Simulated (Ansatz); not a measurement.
**BNH3 (quartet): wave-function methods side by side at distance B1–H4 along a hydrogen transfer = 1.461 Å, cc-pVDZ**

Aim: climb from Hartree-Fock through coupled cluster and multireference methods for BNH3 (quartet) at one geometry and basis, and see what each rung misses.

Program: Ansatz 0.2.0, Gaussian basis. Level of theory: cc-pVDZ, core rule «outside noble gas», up to 2 orbitals frozen. These are calculated values, not measurements.

To be run: UHF; CCSD(T) on ROHF; CCSD(T) on UHF; BCCD(T) on ROHF; CISD; CCSDT(Q) on ROHF; CCSDT(Q) on UHF; CASSCF and MRCISD+Q, 5 electrons in 5 orbitals; CASSCF and NEVPT2, 5 electrons in 5 orbitals.

16 further runs of the same task are left out: 4 for a known fault of the program, 10 that didn't finish, 2 set aside as unsound or not needed.

## Step 1: The geometry

The geometry derives from fragments relaxed apart (PBE0/def2-TZVP) and kept rigid, so it is no stationary point. A hydrogen atom is moved between rigid fragments.

5 atoms, charge 0, spin multiplicity 4.

Atoms are counted from 1 here; the program's logs count them from 0.

Bond lengths: B1–H2 1.193 Å, B1–H3 1.193 Å. Angles: H2–B1–H3 120.0°.

Geometry (Å):

```xyz
5
BH3N
B    -1.44751    0.00000    0.00000
H    -2.04424    1.03357    0.00000
H    -2.04424   -1.03357    0.00000
H     0.01349    0.00000    0.00000
N     1.41049    0.00000    0.00000
```

## Step 2: UHF

File in.yaml:

```yaml
crystal:
  periodic: [false, false, false]
  atoms:
    - {symbol: B, position_ang: [-1.447507, 0.000000, 0.000000]}
    - {symbol: H, position_ang: [-2.044241, 1.033571, 0.000000]}
    - {symbol: H, position_ang: [-2.044241, -1.033571, 0.000000]}
    - {symbol: H, position_ang: [0.013493, 0.000000, 0.000000]}
    - {symbol: N, position_ang: [1.410493, 0.000000, 0.000000]}
basis:
  gaussian: {orbitals: cc-pVDZ}
magnetization: {spin_polarized: true, initial_magnetization: 3}
hamiltonian: {xc: hf}
output: {orbitals: {seedname: orbitals}}
```

Run with:

```
$ ansatz run in.yaml --threads 1 --pin off --events-out ev --progress --plain --max-ram 2393MiB
```

After this run come: CCSD(T) on ROHF; CCSD(T) on UHF; BCCD(T) on ROHF; CISD; CCSDT(Q) on ROHF; CCSDT(Q) on UHF; CASSCF and MRCISD+Q, 5 electrons in 5 orbitals; CASSCF and NEVPT2, 5 electrons in 5 orbitals.

Q: Predict the results of all the runs planned. Wanted: UCCSDT(Q) below the RHF energy; RMP2 from UCCSDT(Q); UMP2 from UCCSDT(Q); RCCSD from UCCSDT(Q); RCCSD(T) from UCCSDT(Q); UCCSD(T) from UCCSDT(Q); RCCSDT(Q) from UCCSDT(Q); NEVPT2 pair from UCCSDT(Q); MRCISD+Q pair from UCCSDT(Q).

The runs gave:

```
                         quantity                                                                  value
   UCCSDT(Q) below the RHF energy                                                             -6.3285 eV
              RMP2 from UCCSDT(Q)                                                          +126.3 kJ/mol
              UMP2 from UCCSDT(Q)                                                          +123.2 kJ/mol
             RCCSD from UCCSDT(Q)                                                           +13.2 kJ/mol
          RCCSD(T) from UCCSDT(Q)                                                            +2.9 kJ/mol
          UCCSD(T) from UCCSDT(Q)                                                            +2.7 kJ/mol
         RCCSDT(Q) from UCCSDT(Q)                                                            +0.2 kJ/mol
       NEVPT2 pair from UCCSDT(Q)                                                          +114.6 kJ/mol
     MRCISD+Q pair from UCCSDT(Q)                                                            +1.7 kJ/mol
levels within 1 kcal/mol (43 meV)  RCCSD(T), UCCSD(T), BCCD(T), RCCSDT, UCCSDT, RCCSDT(Q), MRCISD+Q pair
                    T1 diagnostic                                                                  0.030
```

What this shows: RCCSD(T) misses by +2.9 kJ/mol, 0.5 % of the correlation energy. Of the multireference levels listed MRCISD+Q pair comes nearest in total energy (+1.7 kJ/mol), which doesn't show that its space is the better one. These misses are within one basis, not against nature; the frozen cores of restricted and unrestricted runs differ, which can shift their rows.
